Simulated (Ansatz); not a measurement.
System: 1T (CdI2-type) PtSe₂. Method: PBEsol (Ansatz, an electronic-structure program, plane waves, PAW).

Numerical settings: plane-wave cutoff 560 eV, 12×12×8 k mesh (along the axes of the cell as run), Fermi–Dirac smearing 0.01 eV, scalar-relativistic PAW data made under PBE.

Starting structure:

```
CELL_PARAMETERS angstrom
      3.73000     0.00000     0.00000
     -1.86500     3.23027     0.00000
      0.00000     0.00000     5.08000
ATOMIC_POSITIONS crystal
  Pt 0.00000 0.00000 0.00000
  Se 0.33333 0.66667 0.25500
  Se 0.66667 0.33333 0.74500
```

Question: Into what structure does the relaxation of cell and atoms lead at this level, with the symmetry of the start kept?

Answer: The volume falls by 2.8 %; final space group P-3m1.
```
CELL_PARAMETERS angstrom
      3.76051     0.00000     0.00000
     -1.88025     3.25670     0.00000
      0.00000     0.00000     4.85825
ATOMIC_POSITIONS crystal
  Pt 0.00000 0.00000 0.00000
  Se 0.33333 0.66667 0.26098
  Se 0.66667 0.33333 0.73902
```

Note: the solid has no gap at this level, which affects its response; the cell comes from a level without a dispersion term, which matters for the spacing of layers, chains or molecules.
